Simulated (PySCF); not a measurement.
# Reproducing measurements on CHFO

**Experimental background.**

NIST CCCBDB Release 22 (SRD 101), experimental dipoles lists, for the gas: dipole moment 2.081 D.

The runs below try to reproduce these values; the comparison stands at the end.

CHFO.
Numbering: `[O:1]=[CH:2][F:3]` (hydrogens: H4 on C2)

Geometry (PBE0-D3(BJ)/def2-SVP, Å), atoms numbered from 1 in this order:
```xyz
4
CHFO angstrom
O     -0.8891   -0.8513   -0.0016
C     -0.0768    0.0009   -0.0050
F      1.2298   -0.2395   -0.0114
H     -0.2532    1.0949   -0.0044
```

Runs made with PySCF (gas phase, on this PBE0-D3(BJ)/def2-SVP geometry; no spin–orbit coupling):

```tsv
level	job	basis functions	wall time
PBE0-D3(BJ)/def2-SVP, grid level 1	geometry optimisation from a GFN2-xTB start	47	4.1 s
```

Hardware: one thread, Arm Neoverse N1 (aarch64) (shared host).

Results beside the measurements:

**Dipole moment.** Measured: 2.081 D (NIST CCCBDB Release 22 (SRD 101), experimental dipoles).

```csv
level,computed (D),computed − measured (D),% (from the printed values)
PBE0-D3(BJ)/def2-SVP,2.011,-0.070,-3
```

The computed dipoles belong to one fixed geometry; measured ones are averaged over vibrations unless marked μe. Magnitudes are compared, not signs.

No measured geometry was used, and the causes of the misses weren't examined.
